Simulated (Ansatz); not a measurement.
A (111) slab of Ni (Fm-3m (No. 225)), 6 planes, outer planes Ni (top) and Ni (bottom), with 6 atoms (Ni6) in a surface cell of A = 5.361 Å², as cut from the bulk:

```xyz
6
Lattice="2.4879 0.0000 0.0000 -1.2440 2.1546 0.0000 0.0000 0.0000 25.1570" Properties=species:S:1:pos:R:3 pbc="T T T"
Ni    1.2440    0.7182    7.5000
Ni    0.0000    1.4364    9.5314
Ni    0.0000    0.0000   11.5628
Ni    1.2440    0.7182   13.5942
Ni    0.0000    1.4364   15.6256
Ni    0.0000    0.0000   17.6570
```

Level of theory: DFT PBE, scalar-relativistic, plane waves, PAW (Ansatz). Plane waves to 420 eV, a k mesh through Γ of 15×15×1 on the computed 6-atom cell and Gaussian smearing (0.10 eV); collinear spin from starting moments 0.75 0.75 0.75 0.75 0.75 0.75 μB. The cell repeats along c with a dipole correction in the vacuum.

Against the same 6 atoms in the bulk, the slab as cut lies 1.312 eV higher and the relaxed slab 1.306 eV higher.

(1) Work out the surface energy before and after relaxation.

(2) A cut through this plane breaks about 3 nearest-neighbour bonds a surface cell. What does each broken bond cost, before relaxation?

(3) What is the ideal work of this cut, per area?

Answers

(1) The slab has two faces, so γ = (E_slab − N·E_bulk)/(2A), the mean of both. As cut: 1.312/(2 × 5.361) = 0.1224 eV/Å², and 1 eV/Å² = 16.02 J/m², so γ = 1.96 J/m². Relaxed: 1.306/(2 × 5.361) = 0.1218 eV/Å² = 1.95 J/m². Relaxation recovers 0.5 % of the cost of cutting.

(2) One cut makes two faces and costs 2γA = 1.312 eV, shared by 3 bonds: 0.44 eV a bond. In a metal this is less than the cohesive energy a bond, since the bonds that remain at the surface strengthen.

(3) Griffith's ideal work is 2γ: 3.92 J/m² if the new faces stay rigid, 3.90 J/m² if they relax. One thickness was run, 6 planes, so γ can still shift with it.